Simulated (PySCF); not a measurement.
Bonds (- single, = double, # triple, : aromatic): C1#C2 1.227 Å, C2-Al3 2.006 Å. C1 carries H4; Al3 carries H5, H6, H7. Formal charges: Al3 -1.

Total charge -1.

Geometry: PBE0-D3(BJ)/def2-SVP; GIAO shifts from PySCF, gas phase, non-relativistic, averaged over equivalent atoms.

At PBE0/pcSseg-1 (78 basis functions, 6 s wall time on 1 thread of an Arm Neoverse N1, shared host):
```json
{"atoms": "C2", "δ (ppm)": "116.9"}
{"atoms": "C1", "δ (ppm)": "88.4"}
{"atoms": "Al3", "δ (ppm)": "6.9"}
{"atoms": "H5/H6/H7", "δ (ppm)": "3.40"}
{"atoms": "H4", "δ (ppm)": "1.01"}
```

Scale: ¹³C (184.41 ppm), ¹H (31.27 ppm) against TMS; ²⁷Al (489.28 ppm) against AlH4- (reference shieldings calculated alike).

**Question.** Predict the values at B97-2/pcSseg-2 on the same geometry.

**Answer.** 
```tsv
atoms	δ at B97-2/pcSseg-2	change
C2	119.3	+2.4
C1	85.4	-3.0
Al3	6.4	-0.5
H5/H6/H7	3.39	-0.01
H4	0.93	-0.08
```

References, each an isolated molecule treated in the same way: ¹³C (σ = 183.46 ppm), ¹H (σ = 31.36 ppm) against TMS; ²⁷Al (σ = 492.39 ppm) vs AlH4-.

The largest change is at C1 (terminal alkyne carbon). Cost: 171 basis functions, 12 s wall time on 1 thread of an Arm Neoverse N1, shared host.
